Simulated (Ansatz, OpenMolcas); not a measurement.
# Exact exchange and the vertical energy of the triplet above the singlet of C2H5Cl (chloroethane)

The species is C2H5Cl (8 atoms), meant as a singlet with charge 0. As SMILES, `CCCl`. The shape is that of a PBE0-D4/def2-TZVP optimisation.

The vertical energy of the triplet above the singlet y, in eV, basis 6-311+G(d,p); a is the functional's share of exact exchange. Programs: Ansatz 0.2.0, OpenMolcas 26.06.

```
functional     program     a  y (eV)
      TPSS  OpenMolcas     0    6.67
      BLYP      Ansatz     0    6.51
     B3LYP      Ansatz   0.2    6.76
      PBE0      Ansatz  0.25       ?
     BHLYP      Ansatz   0.5    6.95
```

Question: Fit y = c + s·a to the known rows and predict PBE0.

Answer: 
1. Means of the 4 rows: a = 0.1750, y = 6.723.
2. Σ(Δa)² = 0.1675, Σ(Δa·Δy) = 0.12125, so the slope is 0.12125/0.1675 = 0.72388.
3. Intercept: 6.723 − (0.72388) × 0.1750 = 6.596. The largest residual of the fit is 0.086.
4. PBE0: 6.596 + (0.72388) × 0.25 = 6.78 eV.

The run gave 6.79 eV, so the prediction is off by -0.01 eV, within the largest residual. The rows mix families of semi-local functionals, which the line can't see.
